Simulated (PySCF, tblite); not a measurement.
# vinylidene fluoride (C₂H₂F₂): infrared bands, NMR shifts and spin-spin couplings

Aim: predict the infrared bands, NMR shifts and spin-spin couplings of vinylidene fluoride (C₂H₂F₂) (`C=C(F)F`).

Programs: tblite 0.8.0 and PySCF 2.14.0, with density-fitted response routines of our own. Each step states its level of theory. These are calculated values for one molecule in the gas phase, unless marked as measured. Atoms count from 0, in the outputs and in this text.

### 1 The molecule as given

6 atoms, charge 0, multiplicity 1; geometry from: GFN2-xTB.

Bonds of the start (Å): C0–C1 1.31, C1–F2 1.33, C1–F3 1.33, C0–H4 1.07, C0–H5 1.07.

### 2 Harmonic vibrations with GFN2-xTB

Job settings and geometry (Å):

```
{"job": {"kind": "ir", "xc": "GFN2-xTB", "basis": "xTB"}, "charge": 0, "multiplicity": 1}
C     -0.718976    -0.078757    -0.106189
C      0.572296     0.063064     0.077800
F      1.231914     1.212448     0.032100
F      1.423324    -0.919782     0.338815
H     -1.334509     0.774474    -0.313302
H     -1.170927    -1.049457    -0.050798
```

**Question.** This job is followed by: GIAO PBE0/pcSseg-1 NMR shielding, non-relativistic, gas phase; B3LYP/pcJ-1 indirect spin-spin coupling, non-relativistic, gas phase. What will the session give for the following? strongest single infrared mode (GFN2-xTB); zero-point energy (GFN2-xTB); 13C shifts against TMS (PBE0/pcSseg-1); 1H shifts against TMS (PBE0/pcSseg-1, means over atoms taken as alike); 19F shifts against CFCl3 (PBE0/pcSseg-1, means over atoms taken as alike); largest coupling of the table (B3LYP/pcJ-1).

As calculated:

| quantity | value |
| --- | --- |
| strongest single infrared mode (GFN2-xTB) | 1200 cm⁻¹, 288 km/mol |
| zero-point energy (GFN2-xTB) | 22.1 kcal/mol |
| 13C shifts against TMS (PBE0/pcSseg-1) | 174.0, 66.8 ppm |
| 1H shifts against TMS (PBE0/pcSseg-1, means over atoms taken as alike) | 3.97 ppm |
| 19F shifts against CFCl3 (PBE0/pcSseg-1, means over atoms taken as alike) | -75.6 ppm |
| largest coupling of the table (B3LYP/pcJ-1) | 1J(C,F) C1–F2, -374.0 Hz |

In words: No mode is imaginary among the 12: a minimum at this level. The strongest single mode, at 1200 cm⁻¹, moves mainly C1. Unscaled tight-binding wavenumbers are off by several per cent, some by more. Its intensities can rank the bands wrongly. At PBE0/pcSseg-1: The widest tensor belongs to C1: span 166 ppm, with a paramagnetic part of -235 ppm. Of the pairs tabulated at B3LYP/pcJ-1, C1–F2 (mean over like pairs) couples most strongly (-374.0 Hz; Fermi contact -340.2 Hz). Density functionals describe couplings to fluorine poorly, F–F couplings above all, so those rows are rough.
